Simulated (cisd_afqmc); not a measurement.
Input (AFQMC/CISD/aug-cc-pVTZ; cisd_afqmc is a phaseless AFQMC code with CISD trial states that reads the integrals written by Ansatz):

Ansatz 0.2 input:
```python
import cisd_afqmc

open("ham.yaml", "w").write("""\
crystal:
  periodic: [false, false, false]
  atoms:
    - {symbol: C, position_ang: [0.00000058, -0.00000034, -0.76309175]}
    - {symbol: C, position_ang: [-0.00000058, 0.00000034, 0.76309175]}
    - {symbol: H, position_ang: [0.00090349, -1.01606724, 1.15831038]}
    - {symbol: H, position_ang: [-0.87948742, -0.50881758, -1.15831037]}
    - {symbol: H, position_ang: [-0.88039354, 0.50725118, 1.15830904]}
    - {symbol: H, position_ang: [0.87948742, 0.50881758, 1.15831037]}
    - {symbol: H, position_ang: [-0.00090349, 1.01606724, -1.15831038]}
    - {symbol: H, position_ang: [0.88039354, -0.50725118, -1.15830904]}
basis:
  gaussian:
    orbitals: aug-cc-pVTZ
magnetization: {spin_polarized: false}
correlation: {method: ccsd, electrons: outside_noble_gas, hamiltonian_folder: ham}
""")
rep = cisd_afqmc.ansatz("ham.yaml")
e_ccsd = rep["correlation"]["coupled_cluster"]["energy"]["hartree"]
out = cisd_afqmc.run("ham", e_ccsd, trial="CISD", walkers=1000, populations=1, threads=12, dt=0.005, steps=40, early=24, settle=10, least=100,
    cut=5e-5, rank_cut=2e-4, target=0.0004, seconds=1000, seed=4, memory=62639, gpu=True)
```

Output:

```
orbitals 228, occupied [7], factors 1183 of 1272, rank of the doubles 368 of 1547
E(HF) = -79.260330
E(CCSD) on the cut factors = -79.665951, shift to the whole factors -0.000015
Energy of the trial state on the determinant = -79.665893
  tau behind 7.2 of longer steps, mean of the populations' last blocks
   2.0  -79.68048
   4.0  -79.68063
   6.0  -79.68084
   8.0  -79.68124
  10.0  -79.68184
  12.0  -79.68129
  14.0  -79.68115
  16.0  -79.68196
  18.0  -79.68195
  20.0  -79.68139
  22.0  -79.68029
blocks 100 (0 outliers left out), error by blocks joined: 1: 0.00012, 2: 0.00014, 4: 0.00015, 8: 0.00015
E(AFQMC/CISD) = -79.68126 +/- 0.00015
```
